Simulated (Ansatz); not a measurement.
For 2H MoS2, rVV10 in Ansatz (PAW) gives:

* **lattice parameter a**: 3.215 Å
* **c axis length**: 12.422 Å

Question: What does r²SCAN-D4 (Ansatz, an electronic-structure program, PAW) give for the same quantities?

Answer: 
- lattice constant a: 3.174 Å (decreases by 1.3 %)
- lattice parameter c: 12.489 Å (rises by 0.5 %)

For comparison: lattice constant a 3.16 Å (measured, 300 K, no zero-point or thermal correction; as tabulated in arXiv:1605.07067); lattice parameter c 12.294 Å (measured, 300 K, not corrected to a static lattice; as tabulated in arXiv:1605.07067).

Changes are worked out from the printed values.

Unless a cell is named, each level is at its own relaxed cell (rVV10 18.53, r²SCAN-D4 18.16 Å³/atom).

Ansatz's density-functional and Hartree–Fock values are scalar-relativistic unless marked +SOC, with PAW data made under PBE.
